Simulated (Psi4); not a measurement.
# singlet PO+: levels of theory compared

Wanted: a comparison of 3 runs (CAM-B3LYP/cc-pVTZ, PBE0/cc-pVTZ, SVWN5/cc-pVTZ) of singlet PO+. 

Program for the calculation: Psi4 1.11.

1 further run of the same task is left out (it didn't finish).

## (1) The molecule

The species is PO+ (2 atoms), meant as a singlet with charge +1. As SMILES of the parent species, `O=[P]`. The shape is that of a PBE0-D4/def2-TZVP optimisation. That shape belongs to the parent species and isn't relaxed for this state.

Bond lengths: O1–P2 1.474 Å.

## (2) The energy at CAM-B3LYP/cc-pVTZ (run 1)

Input file input.inp:

```
memory 2200 MB

molecule geom {
  1 1
  O      0.000000     0.000000    -0.009450
  P      0.000000     0.000000     1.464540
  units angstrom
  symmetry c1
}

set {
  basis cc-pVTZ
  puream true
  e_convergence 1e-09
  d_convergence 1e-08
  scf_type pk
  dft_radial_points 99
  dft_spherical_points 590
}

E, wfn = energy('cam-b3lyp', return_wfn=True)
oeprop(wfn, 'LOWDIN_CHARGES', 'QUADRUPOLE', 'WIBERG_LOWDIN_INDICES')
```

The run is started by

```sh
$ psi4 -n 1 input.inp input.out
```

input.out:

```text
[...]
  Running in c1 symmetry.
[...]
  Nuclear repulsion =   43.081204947387704
[...]
  Multiplicity = 1
[...]
  Nalpha       = 11
  Nbeta        = 11
[...]
    Number of basis functions: 64
[...]
   @RKS iter   1:  -416.08713237798236   -5.30929e-02   9.80086e-03 DIIS/ADIIS
[...]
   @RKS iter  10:  -416.25079152683901   -6.70752e-12   6.07757e-09 DIIS
[...]
    Orbital Energies [Eh]
    ---------------------
    Doubly Occupied:
       1A    -77.619095     2A    -19.583743     3A     -7.071458
       4A     -5.235596     5A     -5.235596     6A     -5.228236
       7A     -1.429253     8A     -0.942309     9A     -0.771036
      10A     -0.771036    11A     -0.770620
[...]
  @RKS Final Energy:  -416.25079152683901
   => Energetics <=
    Nuclear Repulsion Energy =             43.0812049473877039
    One-Electron Energy =                -652.8527501805961037
    Two-Electron Energy =                 217.3690968678588149
    DFT Exchange-Correlation Energy =     -23.8483431614894705
    Empirical Dispersion Energy =           0.0000000000000000
    VV10 Nonlocal Energy =                  0.0000000000000000
    Total Energy =                       -416.2507915268390093
[...]
 Multipole Moments:
 ------------------------------------------------------------------------------------
     Multipole            Electronic (a.u.)      Nuclear  (a.u.)        Total (a.u.)
 ------------------------------------------------------------------------------------
 L = 1.  Multiply by 2.5417464519 to convert [e a0] to [Debye]
 Dipole X            :         -0.0000000            0.0000000           -0.0000000
 Dipole Y            :          0.0000000            0.0000000            0.0000000
 Dipole Z            :          1.8780450           -0.4665088            1.4115362
 Magnitude           :                                                    1.4115362
 L = 2.  Multiply by 1.3450342976 to convert [e a0^2] to [Debye ang]
 Quadrupole XX       :         -9.8794754            0.0000000           -9.8794754
 Quadrupole XY       :         -0.0000000            0.0000000           -0.0000000
[...]
```

Run time: 5.1 s. Hardware: 1 thread of Intel Xeon 6975P-C (Granite Rapids), shared host; peak memory 0.65 GiB.

## (3) The energy at PBE0/cc-pVTZ (run 2)

Input file input.inp:

```
memory 2.2 GB

molecule geom {
  1 1
  O
  P 1 r2

  r2 = 1.47399
  units angstrom
  symmetry c1
}

set basis cc-pVTZ
set puream true
set e_convergence 1e-09
set d_convergence 1e-08
set scf_type pk
set dft_radial_points 99
set dft_spherical_points 590

e = energy("pbe0")
```

The run is started by

```sh
$ psi4 input.inp input.out -n 1
```

input.out:

```text
[...]
  Running in c1 symmetry.
[...]
  Nuclear repulsion =   43.081204947387704
[...]
  Multiplicity = 1
[...]
  Nalpha       = 11
  Nbeta        = 11
[...]
    Number of basis functions: 64
[...]
   @RKS iter   1:  -415.87102350191731    7.02748e-02   1.01744e-02 ADIIS/DIIS
[...]
   @RKS iter  10:  -416.05323393279372   -1.88152e-11   7.66921e-09 DIIS
[...]
    Orbital Energies [Eh]
    ---------------------
    Doubly Occupied:
       1A    -77.688366     2A    -19.593921     3A     -7.055895
       4A     -5.193048     5A     -5.193048     6A     -5.186028
       7A     -1.377487     8A     -0.887097     9A     -0.719249
      10A     -0.719249    11A     -0.717315
[...]
  @RKS Final Energy:  -416.05323393279372
   => Energetics <=
    Nuclear Repulsion Energy =             43.0812049473877039
    One-Electron Energy =                -652.8662527845692694
    Two-Electron Energy =                 217.3285556530234715
    DFT Exchange-Correlation Energy =     -23.5967417486356688
    Empirical Dispersion Energy =           0.0000000000000000
    VV10 Nonlocal Energy =                  0.0000000000000000
    Total Energy =                       -416.0532339327937166
[...]
 Multipole Moments:
 ------------------------------------------------------------------------------------
     Multipole            Electronic (a.u.)      Nuclear  (a.u.)        Total (a.u.)
 ------------------------------------------------------------------------------------
 L = 1.  Multiply by 2.5417464519 to convert [e a0] to [Debye]
 Dipole X            :         -0.0000000            0.0000000           -0.0000000
 Dipole Y            :          0.0000000            0.0000000            0.0000000
 Dipole Z            :          1.8276834           -0.4665088            1.3611746
 Magnitude           :                                                    1.3611746
[...]
```

Run time: 4.8 s. Hardware: 1 thread of Intel Xeon 6975P-C (Granite Rapids), shared host; peak memory 0.63 GiB.

## (4) Energy and gradient at SVWN5/cc-pVTZ (run 3)

Input file op.xyz:

```xyz
2
OP
O      0.000000     0.000000    -0.009450
P      0.000000     0.000000     1.464540
```

Input file calc.py:

```python
import psi4

psi4.set_memory('2200 MB')
psi4.set_num_threads(1)
psi4.core.set_output_file('run.log', False)

with open('op.xyz') as f:
    atoms = ''.join(f.readlines()[2:])
geom = psi4.geometry('1 1\n' + atoms + 'symmetry c1')

psi4.set_options({
    'basis': 'cc-pVTZ',
    'puream': True,
    'e_convergence': 1e-09,
    'd_convergence': 1e-08,
    'scf_type': 'pk',
    'dft_radial_points': 99,
    'dft_spherical_points': 590,
})

e, wfn = psi4.gradient("scf", dft_functional={"name": "SVWN5", "x_functionals": {"LDA_X": {}}, "c_functionals": {"LDA_C_VWN": {}}}, molecule=geom, return_wfn=True)
psi4.oeprop(wfn, "MAYER_INDICES", "LOWDIN_CHARGES", "QUADRUPOLE")
print('gradient / Eh bohr^-1')
print(e.np.round(6))
print(f'energy = {wfn.energy():.10f} Eh')
for k, v in sorted(psi4.core.scalar_variables().items()):
    print(f'{k:45s} {v:18.10f}')
```

The run is started by

```sh
$ python calc.py
```

run.log:

```text
[...]
  Running in c1 symmetry.
[...]
  Nuclear repulsion =   43.081204947387704
[...]
  Multiplicity = 1
[...]
  Nalpha       = 11
  Nbeta        = 11
[...]
    Number of basis functions: 64
[...]
   @RKS iter   1:  -414.25357590031194    2.37318e-01   1.17974e-02 DIIS/ADIIS
[...]
   @RKS iter  10:  -414.48661657528112   -5.76392e-11   8.59030e-09 DIIS
[...]
    Orbital Energies [Eh]
    ---------------------
    Doubly Occupied:
       1A    -76.466978     2A    -18.993939     3A     -6.713500
       4A     -4.965893     5A     -4.965893     6A     -4.957988
       7A     -1.262734     8A     -0.820411     9A     -0.674311
      10A     -0.674311    11A     -0.662014
[...]
  @RKS Final Energy:  -414.48661657528112
   => Energetics <=
    Nuclear Repulsion Energy =             43.0812049473877039
    One-Electron Energy =                -652.7191059826451465
    Two-Electron Energy =                 224.7412206032180393
    DFT Exchange-Correlation Energy =     -29.5899361432417720
    Empirical Dispersion Energy =           0.0000000000000000
    VV10 Nonlocal Energy =                  0.0000000000000000
    Total Energy =                       -414.4866165752811185
[...]
  -Total Gradient:
     Atom            X                  Y                   Z
    ------   -----------------  -----------------  -----------------
       1       -0.000000000000     0.000000000000    -0.049900049145
       2       -0.000000000000    -0.000000000000     0.049900567004
[...]
 Multipole Moments:
 ------------------------------------------------------------------------------------
     Multipole            Electronic (a.u.)      Nuclear  (a.u.)        Total (a.u.)
 ------------------------------------------------------------------------------------
 L = 1.  Multiply by 2.5417464519 to convert [e a0] to [Debye]
 Dipole X            :         -0.0000000            0.0000000           -0.0000000
 Dipole Y            :          0.0000000            0.0000000            0.0000000
 Dipole Z            :          1.7512540           -0.4665088            1.2847452
 Magnitude           :                                                    1.2847452
 L = 2.  Multiply by 1.3450342976 to convert [e a0^2] to [Debye ang]
 Quadrupole XX       :         -9.9122977            0.0000000           -9.9122977
 Quadrupole XY       :         -0.0000000            0.0000000           -0.0000000
[...]
```

Standard output:

```text
gradient / Eh bohr^-1
[[-0.        0.       -0.0499  ]
 [-0.       -0.        0.049901]]
energy = -414.4866165753 Eh
CURRENT ENERGY                                   -414.4866165753
CURRENT REFERENCE ENERGY                         -414.4866165753
DD SOLVATION ENERGY                                 0.0000000000
DFT FUNCTIONAL TOTAL ENERGY                      -414.4866165753
DFT TOTAL ENERGY                                 -414.4866165753
DFT VV10 ENERGY                                     0.0000000000
DFT XC ENERGY                                     -29.5899361432
GRID ELECTRONS ALPHA                               10.9999999954
GRID ELECTRONS BETA                                10.9999999954
GRID ELECTRONS TOTAL                               21.9999999909
NUCLEAR REPULSION ENERGY                           43.0812049474
ONE-ELECTRON ENERGY                              -652.7191059826
PCM POLARIZATION ENERGY                             0.0000000000
PE ENERGY                                           0.0000000000
SCF ITERATION ENERGY                             -414.4866165753
SCF ITERATIONS                                     10.0000000000
SCF TOTAL ENERGY                                 -414.4866165753
TWO-ELECTRON ENERGY                               224.7412206032
XC GRID RADIAL POINTS                              99.0000000000
XC GRID SPHERICAL POINTS                          590.0000000000
XC GRID TOTAL POINTS                           110103.0000000000
```

Wall time 6 s (1 thread of Intel Xeon 6975P-C (Granite Rapids), shared host); peak memory 0.49 GiB.

## (5) Overview of the runs

```csv
run,level,task,energy (Eh),HOMO energy (eV),LUMO energy (eV),HOMO–LUMO gap (eV),wall time
1,CAM-B3LYP/cc-pVTZ,energy,-416.250792,-20.97,-10.23,10.74,5.1 s
2,PBE0/cc-pVTZ,energy,-416.053234,-19.52,-11.48,8.04,4.8 s
3,SVWN5/cc-pVTZ,gradient,-414.486617,-18.01,-12.63,5.38,6 s
```

## (6) Summary of results

```
                       quantity          value
            run 3: total energy  -414.48662 Eh
             run 3: HOMO energy      -18.01 eV
             run 3: LUMO energy      -12.63 eV
           run 3: HOMO–LUMO gap        5.38 eV
run 3: largest force on an atom     2.566 eV/Å
```

In words: The HOMO–LUMO gap runs from 5.38 eV (SVWN5/cc-pVTZ) to 10.74 eV (CAM-B3LYP/cc-pVTZ). Totals of different functionals can't be ranked against each other. All runs together took 16 s, the longest 6 s.
